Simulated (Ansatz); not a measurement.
# Structure relaxation of HfW

Level of theory: DFT PBE, scalar-relativistic, plane waves, PAW (Ansatz 0.2.0). Cutoff 420 eV, Γ-centred k mesh, Gaussian smearing, no spin polarisation in the final step.

HfW was placed on the sites of a reported ZrSi cell (Cmcm, No. 63), with Hf in place of Zr, W in place of Si, at a guessed volume.

```
CELL_PARAMETERS angstrom
1.94801 -5.13242 0.00000
1.94801 5.13242 0.00000
0.00000 0.00000 3.87946
ATOMIC_POSITIONS crystal
Hf 0.35440 0.64560 0.75000
Hf 0.64560 0.35440 0.25000
W 0.07760 0.92240 0.75000
W 0.92240 0.07760 0.25000
```

Cell and atoms relax at zero pressure; the relaxation can't lower the symmetry of the start. After a coarse first stage the cell is made exact in the group found at 0.06 Å.

Formation energies are uncorrected and refer to the elements' standard structures at the same level.

(1) Which crystal results?

(2) What are its volume, energy, density and gap?

Answers

(1) It keeps Cmcm (No. 63), but not the shape of the type it started on. Conventional cell: a = 3.235 Å, b = 11.632 Å, c = 4.174 Å. Hf has 4 W at 2.90 Å, 3 W at 3.12–3.14 Å and 6 Hf at 3.23–3.26 Å; around W lie 2 W at 2.57 Å, 4 Hf at 2.90 Å, 3 Hf at 3.12–3.14 Å and 2 W at 3.23 Å.

```cif
data_structure
_symmetry_space_group_name_H-M 'Cmcm'
_symmetry_Int_Tables_number 63
_cell_length_a 3.2350
_cell_length_b 11.6323
_cell_length_c 4.1735
_cell_angle_alpha 90.000
_cell_angle_beta 90.000
_cell_angle_gamma 90.000
_cell_volume 157.05
loop_
_atom_site_label
_atom_site_type_symbol
_atom_site_symmetry_multiplicity
_atom_site_Wyckoff_symbol
_atom_site_fract_x
_atom_site_fract_y
_atom_site_fract_z
_atom_site_occupancy
Hf1 Hf 4 c 0.00000 0.66747 0.75000 1
W1 W 4 c 0.00000 0.93587 0.75000 1
```

(2) The volume per atom is 19.63 Å³. The density is 15.32 g/cm³, the energy over the elements is 0.36 eV/atom and the gap on the 14×14×12 mesh is 0 eV (a metal).

The final run used a 14×14×12 mesh on its 4-atom cell and 0.10 eV smearing. For metals, differences of a few meV/atom aren't resolved. Spin–orbit coupling is left out. Symmetry constrained the relaxation, so the result can be a saddle point.